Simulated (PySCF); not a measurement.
Which functional comes closest?

Molecule: `InChI=1S/CH2F3N/c2-1(3,4)5/h5H2`.

Molfile (atoms numbered from 1):
```
CH2F3N
     RDKit          3D

  7  6  0  0  0  0  0  0  0  0999 V2000
    0.7728   -0.3367   -0.3414 N   0  0  0  0  0  0  0  0  0  0  0  0
   -0.4153    0.2904    0.0270 C   0  0  0  0  0  0  0  0  0  0  0  0
   -1.3507    0.0869   -0.8985 F   0  0  0  0  0  0  0  0  0  0  0  0
   -0.2200    1.5993    0.1701 F   0  0  0  0  0  0  0  0  0  0  0  0
   -0.9412   -0.1409    1.1964 F   0  0  0  0  0  0  0  0  0  0  0  0
    0.6423   -1.3331   -0.4874 H   0  0  0  0  0  0  0  0  0  0  0  0
    1.5120   -0.1660    0.3337 H   0  0  0  0  0  0  0  0  0  0  0  0
  1  2  1  0
  2  3  1  0
  2  4  1  0
  2  5  1  0
  1  6  1  0
  1  7  1  0
M  END
```

Geometry PBE0-D3(BJ)/def2-SVP throughout; GIAO in PySCF, gas phase, one conformer, non-relativistic; equivalent atoms averaged; basis pcSseg-2.

Reference values (measured; G. Saielli, R. Bini, A. Bagno, Computational 19F NMR. 2. Organic compounds, RSC Adv. 2014, ESI (exp. from Berger-Braun-Kalinowski 1994 and Everett 1995)): δ(F3/F4/F5) = -48.9 ppm vs CFCl3. Computed shifts are taken against CFCl3, calculated as an isolated molecule at each level.

Question: How do the functionals HF, LDA, PBE, BLYP, BP86, OPBE, KT2, KT3, B97-D, B3LYP, PBE0, mPW1PW91, WP04, B97-2, BHandHLYP, CAM-B3LYP, wB97X-D, LC-wPBE perform against the reference? Times are CPU seconds on shared hosts with different chips, so compare them loosely; the GGAs took longer than the global hybrids here, which isn't the general rule, and the cause wasn't traced.

Answer: 
```csv
functional,kind,F3/F4/F5,abs. error F,core-s
HF,Hartree–Fock,-35.2,13.7,6.1
LDA,LDA,-82.2,33.3,14
PBE,GGA,-83.2,34.3,19
BLYP,GGA,-82.3,33.4,19
BP86,GGA,-83.3,34.4,19
OPBE,GGA,-81.0,32.1,19
KT2,GGA,-91.8,42.9,20
KT3,GGA,-86.8,37.9,24
B97-D,GGA,-80.7,31.8,20
B3LYP,global hybrid,-68.0,19.1,13
PBE0,global hybrid,-66.0,17.1,13
mPW1PW91,global hybrid,-65.3,16.4,13
WP04,global hybrid,-63.9,15.0,11
B97-2,global hybrid,-67.3,18.4,11
BHandHLYP,global hybrid,-52.3,3.4,11
CAM-B3LYP,range-separated hybrid,-55.3,6.4,15
wB97X-D,range-separated hybrid,-58.5,9.6,19
LC-wPBE,range-separated hybrid,-43.0,5.9,21
```

For 19F the closest is BHandHLYP (3.4 ppm) and the furthest KT2 (42.9 ppm). One molecule is a small sample, and vibrational and solvent effects are absent from the calculation.
